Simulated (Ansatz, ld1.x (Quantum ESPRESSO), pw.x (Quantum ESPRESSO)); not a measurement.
# pw.x on bcc C: one setting changed

Potential: norm-conserving RRKJ (Kleinman–Bylander form), ld1.x (Quantum ESPRESSO) 7.5, LDA (PW92); core [He], reference 2s2 2p2; waves: 2s (bound): rc 1.05 bohr; 2p (bound): rc 1.85 bohr; 3d channel at 0.15 Ry: rc 1.80 bohr; local part: all-electron potential smoothed inside 1.05 bohr (lloc = -1); core correction: a·sin(br)/r model core, default radius (core density twice the valence density).

The reference run (k-mesh 18³, cutoffs 100/400 Ry, Fermi–Dirac 0.01 Ry, mixing_beta 0.4, conv_thr 1e-9, no spin) gives 5.12 GPa at 6.194 Å³/atom, where all-electron LAPW gives 4.60 GPa. This run, with its own iteration cap, changes k-mesh points per axis to 8.

```
&control
  calculation='scf', prefix='x', pseudo_dir='./', outdir='./tmp', tstress=.true., disk_io='none'
/
&system
  ibrav=0, nat=1, ntyp=1, ecutwfc=100, ecutrho=400, nbnd=9,
  occupations='smearing', smearing='fd', degauss=0.01
/
&electrons
  conv_thr=1e-09, mixing_beta=0.4, electron_maxstep=70
/
ATOMIC_SPECIES
C 1.0 C.UPF
CELL_PARAMETERS angstrom
  -1.15692109 1.15692109 1.15692109
  1.15692109 -1.15692109 1.15692109
  1.15692109 1.15692109 -1.15692109
ATOMIC_POSITIONS crystal
C 0.0000 0.0000 0.0000
K_POINTS automatic
8 8 8 0 0 0
```

```bash
pw.x < C.scf.in > C.scf.out
```

Task: How does the run end?

Result: It converges in 5 iterations; the free energy moves by -18.3 meV/atom and the pressure by -4.47 GPa.

```
Message from routine setup:
     using ibrav=0 with symmetry is DISCOURAGED, use correct ibrav instead
     lattice parameter (alat)  =       3.7867  a.u.
     unit-cell volume          =      41.7992 (a.u.)^3
     number of electrons       =         4.00
     number of Kohn-Sham states=            9
     kinetic-energy cutoff     =     100.0000  Ry
     charge density cutoff     =     400.0000  Ry
     scf convergence threshold =      1.0E-09
     Exchange-correlation= PW
     number of k points=    29  Fermi-Dirac smearing, width (Ry)=  0.0100
     iteration #  1     ecut=   100.00 Ry     beta= 0.40
     total energy              =     -12.03523674 Ry
     estimated scf accuracy    <       0.00061569 Ry
     iteration #  2     ecut=   100.00 Ry     beta= 0.40
     total energy              =     -12.03527978 Ry
     estimated scf accuracy    <       0.00022412 Ry
     iteration #  3     ecut=   100.00 Ry     beta= 0.40
     total energy              =     -12.03528150 Ry
     estimated scf accuracy    <       0.00000043 Ry
     iteration #  4     ecut=   100.00 Ry     beta= 0.40
     total energy              =     -12.03528155 Ry
     estimated scf accuracy    <          1.5E-09 Ry
     iteration #  5     ecut=   100.00 Ry     beta= 0.40
     the Fermi energy is    12.8808 ev
!    total energy              =     -12.03528155 Ry
     estimated scf accuracy    <          2.5E-10 Ry
     smearing contrib. (-TS)   =      -0.00218966 Ry
     The total energy is F=E-TS. E is the sum of the following terms:
     one-electron contribution =       5.35940341 Ry
     hartree contribution      =       0.28233897 Ry
     xc contribution           =      -4.35811337 Ry
     ewald contribution        =     -13.31672090 Ry
     convergence has been achieved in   5 iterations
          total   stress  (Ry/bohr**3)                   (kbar)     P=        6.49
     Message from routine punch:
     Nothing written, as per user request (disk_io='none')
```

The run took about 1.9 s on one core of a shared host (Intel(R) Xeon(R) Platinum 8488C, 96 threads, 744 GiB, load 40).
